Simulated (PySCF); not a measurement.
Structure elucidation problem

An unknown has the formula C₅H₁₀O. Its calculated NMR data are:

¹H NMR (600 MHz, computed): δ 2.23 (m, 4H), 1.03 (m, 6H).

¹³C{¹H} NMR (computed): δ 213.5 (C), 37.2 (CH2), 8.7 (CH3).

Calculated, not measured (PySCF 2.14): J: B3LYP/pcJ-1 (without the spin–dipole term), shieldings: GIAO PBE0/pcSseg-1, PBE0-D3(BJ)/def2-SVP structure. Single conformer, no relativistic terms, equivalent nuclei averaged, in vacuum.

Shifts are taken against calculated references (same method and geometry level): ¹H and ¹³C against TMS.

Question: Deduce the structure.

Answer: 
1. Rings plus π bonds: 1 (no ring in the answer).
2. 3 carbon signals for 5 carbons: some carbons are equivalent by symmetry or fast rotation.
3. Carbon types of the structure: 1 × C, 2 × CH2, 2 × CH3, which accounts for all hydrogens.
4. δC 213.5: ketone carbonyl carbon; low-lying n→π* states of the double bond to the heteroatom give a large paramagnetic term (-282 ppm).
5. δC 37.2: sp3 CH2 α to a carbonyl; the adjacent C=O deshields it moderately.
6. δC 8.7: methyl carbon; saturated and bonded to C and H only.
7. δH 2.23: hydrogen on an sp3 CH2 α to a carbonyl; α to C=O.
8. δH 1.03: hydrogen on a methyl carbon.

These data were computed for SMILES CCC(CC)=O.

The shifts were computed for this structure.

Multiplet labels drop couplings under 1 Hz and merge nearly equal ones. Couplings among chemically equivalent protons are left out too, so labels in AA′BB′ or AA′XX′ sets are apparent multiplicities. Unscaled 3J(H,H) at this level run about 9 % above measured values. Shifts are as computed. Against solution values, carbons near 30 ppm lie about +2 ppm off and those near 130 ppm about +4 ppm. Of 246 compounds with measured shifts, 49 miss one by over three times the rms of a fit or turn the order of signals round; such compounds aren't used in these exercises.
